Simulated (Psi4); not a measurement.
**NO2F (nitryl fluoride) at PBE0/6-311+G(d,p) (sweep point 7)**

What is the vertical singlet–triplet gap of NO2F (nitryl fluoride) at PBE0/6-311+G** (sweep point 7)? 

Program for the calculation: Psi4 1.11.

### Step 1. The molecule

NO2F has 4 atoms, charge 0, and is taken as a singlet. As SMILES, `O=[N+]([O-])F`. Geometry: relaxed at GFN2-xTB.

Bond lengths: O1–N2 1.145 Å, N2–O3 1.145 Å. Angles: O1–N2–O3 140.2°. A long bond or contact: N2–F4 1.545 Å.

### Step 2. A single-point energy at PBE0/6-311+G(d,p) (sweep point 7)

job.dat

```
memory 1600 mb

molecule m {
  0 1
  O      0.188740     0.465950     1.115660
  N      0.109710    -0.098240     0.122020
  O      0.475520    -1.064170    -0.373030
  F     -0.773970     0.696460    -0.864650
  symmetry c1
}

set {
  basis                6-311+G**
  puream               true
  scf_type             pk
  dft_radial_points    99
  dft_spherical_points 590
}

energy_value, wavefunction = energy('pbe0', return_wfn=True)
```

On the command line:

```
$ psi4 job.dat job.out -n 1
```

job.out (excerpt; [...] marks lines left out):

```text
[...]
  Running in c1 symmetry.
[...]
  Nuclear repulsion =  123.467880182532227
[...]
  Multiplicity = 1
[...]
  Nalpha       = 16
  Nbeta        = 16
[...]
    Number of basis functions: 88
[...]
   @RKS iter   1:  -304.53418402928673    7.67747e-04   7.76978e-03 DIIS/ADIIS
[...]
   @RKS iter   9:  -304.67541278748968   -7.16540e-09   4.50850e-07 DIIS
[...]
    Orbital Energies [Eh]
    ---------------------
    Doubly Occupied:
       1A    -24.786285     2A    -19.344904     3A    -19.344874
       4A    -14.742740     5A     -1.421809     6A     -1.256468
       7A     -1.212104     8A     -0.735343     9A     -0.674765
      10A     -0.670352    11A     -0.632783    12A     -0.467831
      13A     -0.439776    14A     -0.432340    15A     -0.425096
      16A     -0.396125
[...]
  @RKS Final Energy:  -304.67541278748968
   => Energetics <=
    Nuclear Repulsion Energy =            123.4678801825322267
    One-Electron Energy =                -663.8484906527726253
    Two-Electron Energy =                 261.6083706231481187
    DFT Exchange-Correlation Energy =     -25.9031729403974111
    Empirical Dispersion Energy =           0.0000000000000000
    VV10 Nonlocal Energy =                  0.0000000000000000
    Total Energy =                       -304.6754127874896767
[...]
 Multipole Moments:
 ------------------------------------------------------------------------------------
     Multipole            Electronic (a.u.)      Nuclear  (a.u.)        Total (a.u.)
 ------------------------------------------------------------------------------------
 L = 1.  Multiply by 2.5417464519 to convert [e a0] to [Debye]
 Dipole X            :         -0.3860612            0.6963496            0.3102884
 Dipole Y            :          0.3478771           -0.6266305           -0.2787535
 Dipole Z            :         -0.4318393            0.7779552            0.3461159
 Magnitude           :                                                    0.5420135
[...]
```

Wall time 14 s (1 thread of AMD EPYC 7R43 (Zen 3), shared host); peak memory 0.81 GiB.

### Step 3. The triplet, same level

fno2.inp

```
memory 1600 MB

molecule {
  0 3
  O      0.188740     0.465950     1.115660
  N      0.109710    -0.098240     0.122020
  O      0.475520    -1.064170    -0.373030
  F     -0.773970     0.696460    -0.864650
  symmetry c1
}

set basis 6-311+G**
set reference uks
set puream true
set scf_type pk
set dft_radial_points 99
set dft_spherical_points 590
set maxiter 150

e_tot = energy('pbe0')
print_variables()
```

On the command line:

```
$ psi4 -n 1 fno2.inp fno2.out
```

fno2.out (excerpt; [...] marks lines left out):

```text
[...]
  Running in c1 symmetry.
[...]
  Nuclear repulsion =  123.467880182532227
[...]
  Multiplicity = 3
[...]
  Nalpha       = 17
  Nbeta        = 15
[...]
    Number of basis functions: 88
[...]
   @UKS iter   1:  -304.40580387645150    1.29148e-01   5.49083e-03 DIIS/ADIIS
[...]
   @UKS iter  12:  -304.49001693215456   -2.79998e-08   6.01397e-07 DIIS
[...]
   @S^2 Observed:                2.029091834E+00
[...]
    Orbital Energies [Eh]
    ---------------------
    Alpha Occupied:
       1A    -24.807327     2A    -19.366440     3A    -19.366372
       4A    -14.644741     5A     -1.422613     6A     -1.267692
       7A     -1.225900     8A     -0.747694     9A     -0.687811
      10A     -0.684074    11A     -0.645965    12A     -0.509530
      13A     -0.473966    14A     -0.456850    15A     -0.453076
      16A     -0.444913    17A     -0.211564
    Alpha Virtual:
      18A     -0.064344    19A      0.035293    20A      0.080927
      21A      0.089906    22A      0.095482    23A      0.167027
      24A      0.186794    25A      0.189098    26A      0.212382
[...]
  @UKS Final Energy:  -304.49001693215456
   => Energetics <=
    Nuclear Repulsion Energy =            123.4678801825322267
    One-Electron Energy =                -663.7923641797533492
    Two-Electron Energy =                 261.7692048906375248
    DFT Exchange-Correlation Energy =     -25.9347378255709664
    Empirical Dispersion Energy =           0.0000000000000000
    VV10 Nonlocal Energy =                  0.0000000000000000
    Total Energy =                       -304.4900169321545604
[...]
 Multipole Moments:
 ------------------------------------------------------------------------------------
     Multipole            Electronic (a.u.)      Nuclear  (a.u.)        Total (a.u.)
 ------------------------------------------------------------------------------------
 L = 1.  Multiply by 2.5417464519 to convert [e a0] to [Debye]
 Dipole X            :         -0.4379632            0.6963496            0.2583864
 Dipole Y            :          0.3942663           -0.6266305           -0.2323642
 Dipole Z            :         -0.4890423            0.7779552            0.2889130
 Magnitude           :                                                    0.4519152
[...]
```

It took 23 s on 1 thread of AMD EPYC 7R43 (Zen 3), shared host; peak memory 0.81 GiB.

### Step 4. Outcome

At PBE0/6-311+G** (sweep point 7):

| quantity | value |
| --- | --- |
| singlet: total energy | -304.67541 Eh |
| singlet: dipole moment | 1.38 D |
| singlet: HOMO energy | -10.78 eV |
| singlet: LUMO energy | -2.71 eV |
| singlet: HOMO–LUMO gap | 8.07 eV |
| triplet: total energy | -304.49002 Eh |
| triplet: dipole moment | 1.15 D |
| triplet: HOMO energy (highest over α and β) | -5.76 eV |
| triplet: ⟨S²⟩ | 2.029 |
| vertical energy of the triplet above the singlet | 5.045 eV |

In words: At this shape the triplet lies 5.04 eV (116 kcal/mol) above the singlet.
